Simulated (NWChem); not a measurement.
Program: NWChem. System: C$_{2}$H$_{5}$, charge 0, spin multiplicity 4, at the geometry of a parent with another charge or spin, in a state set for the comparison that need not be this species' ground state. Its SCF solution wasn't tested for a lower state. Level: UMP2/def2-TZVP, 2 core orbitals frozen.

Input file:

```
start mol
memory heap 200 mb stack 900 mb global 1100 mb
geometry units angstroms nocenter noautoz noautosym
  C      0.786718    -0.111259    -0.017825
  C     -0.685588     0.101544    -0.001895
  H      1.478943     0.705476     0.202420
  H      1.207495    -1.114605    -0.125421
  H     -1.125296    -0.099810     0.999128
  H     -0.958487     1.139104    -0.255640
  H     -1.209431    -0.571879    -0.702167
end
basis spherical
  * library def2-tzvp
end
scf
  uhf
  nopen 3
  maxiter 100
  thresh 1e-7
  semidirect memsize 60000000 filesize 0
  # guess.movecs holds the orbitals of an unrestricted PBE0 run
  vectors input guess.movecs output mol.movecs
end
mp2
  freeze core 2
end
task mp2 energy
```

Part of the output:

```
             Northwest Computational Chemistry Package (NWChem) 7.3.0
             --------------------------------------------------------

                                NWChem Input Module
                                -------------------

 Scaling coordinates for geometry "geometry" by  1.889725989
 (inverse scale =  0.529177249)

                             Geometry "geometry" -> ""
                             -------------------------

 Output coordinates in angstroms (scale by  1.889725989 to convert to a.u.)

  No.       Tag          Charge          X              Y              Z
 ---- ---------------- ---------- -------------- -------------- --------------
    1 C                    6.0000     0.78671800    -0.11125900    -0.01782500
    2 C                    6.0000    -0.68558800     0.10154400    -0.00189500
    3 H                    1.0000     1.47894300     0.70547600     0.20242000
    4 H                    1.0000     1.20749500    -1.11460500    -0.12542100
    5 H                    1.0000    -1.12529600    -0.09981000     0.99912800
    6 H                    1.0000    -0.95848700     1.13910400    -0.25564000
    7 H                    1.0000    -1.20943100    -0.57187900    -0.70216700

 Effective nuclear repulsion energy (a.u.)      36.7605030767

            Nuclear Dipole moment (a.u.)
            ----------------------------
        X                 Y               Z
 ---------------- ---------------- ----------------
     0.0000075589    -0.0000075589     0.0000000000


 Summary of "ao basis" -> "" (spherical)
 ------------------------------------------------------------------------------
       Tag                 Description            Shells   Functions and Types
 ---------------- ------------------------------  ------  ---------------------
 *                         def2-tzvp                  on all atoms

 Summary of "ao basis" -> "ao basis" (spherical)
 ------------------------------------------------------------------------------
       Tag                 Description            Shells   Functions and Types
 ---------------- ------------------------------  ------  ---------------------
[...]
  AO/Fock/Back tols     =   1.0D-09  1.0D-09  1.0D-09

 GA uses MA = F    GA memory limited = T

 Available:
  local mem=  1.26D+08
 global mem=  1.44D+08
 local disk=  0.00D+00
  mp2_memr nvloc                    82
  nvloc new                    82
   1 passes of   8:        4194304                      50053                   9553973.
   1 passes of   8: M    126140885           G      144162272           F     121946581.

 Semi-direct pass number   1 of   1  for UHF alpha       at       12.0s
  vrange nnbf                  4277
  mp2_eaftype                    36  avail_ma_in_mb                  1099
 EAF : mp2_eaftype filesize          36    4776986.
  mp2_eaf for mointskh                     36
Node 0 wrote     22.4 Mb in      0.0 s     Agg I/O rate:  1519.5 Mb/s
 Done moints_semi at       15.1s
  mp2_eaftype                    36  avail_ma_in_mb                  1063
 EAF : mp2_eaftype filesize          36    4776986.
  mp2_eaf for kh                    36
 Done maket at       15.3s
 Done multipass loop at       15.3s

 GA uses MA = F    GA memory limited = T

 Available:
  local mem=  1.26D+08
 global mem=  1.44D+08
 local disk=  0.00D+00
  mp2_memr nvloc                    85
  nvloc new                    85
   1 passes of   5:        4194304                      38508                   6194817.
   1 passes of   5: M    126140885           G      144162272           F     121946581.

 Semi-direct pass number   1 of   1  for UHF beta        at       15.4s
  vrange nnbf                  4277
  mp2_eaftype                    23  avail_ma_in_mb                  1099
 EAF : mp2_eaftype filesize          23    3097408.
  mp2_eaf for mointskh                     23
Node 0 wrote     14.5 Mb in      0.0 s     Agg I/O rate:  1435.8 Mb/s
 Done moints_semi at       18.5s
  mp2_eaftype                    23  avail_ma_in_mb                  1076
 EAF : mp2_eaftype filesize          23    3097408.
  mp2_eaf for kh                    23
 Done maket at       18.6s
 Done multipass loop at       18.6s

          -------------------------------------------
          SCF energy                 -78.257993186677
          Correlation energy          -0.298488707306
          Singlet pairs                0.000000000000
          Triplet pairs                0.000000000000
          Total MP2 energy           -78.556481893983
          -------------------------------------------

          ---------------------------------------------------
                    Spin Component Scaled (SCS) MP2
          Same spin pairs                     -0.068606316038
          Same spin scaling factor             0.333333333333
          Opposite spin pairs                 -0.229882391268
          Opposite spin scaling fact.          1.200000000000
          SCS-MP2 correlation energy          -0.298727641534
          Total SCS-MP2 energy               -78.556720828211
          ---------------------------------------------------

 -----------------------
 Performance information
 -----------------------

 Timer overhead =  2.19D-07 seconds/call

               Nr. of calls         CPU time (s)                 Wall time (s)                GFlops
             ---------------    -------------------     ------------------------------   -------------------
Name         Min   Avg   Max    Min     Avg     Max     Min     Avg     Max   Mx/calls   Min     Max     Sum
mp2: moin     2     2     2    6.2     6.2     6.2      6.2     6.2     6.2     3.1      0.0     0.0     0.0
mp2: make     2     2     2   0.36    0.36    0.36     0.36    0.36    0.36    0.18      0.0     0.0     0.0
mp2: tota     1     1     1    6.7     6.7     6.7      6.7     6.7     6.7     6.7      0.0     0.0     0.0

 The average no. of pstat calls per process was 5.00D+00
 with a timing overhead of 1.10D-06s

 Task  times  cpu:       18.6s     wall:       18.6s

 Total times  cpu:       18.6s     wall:       18.6s
```
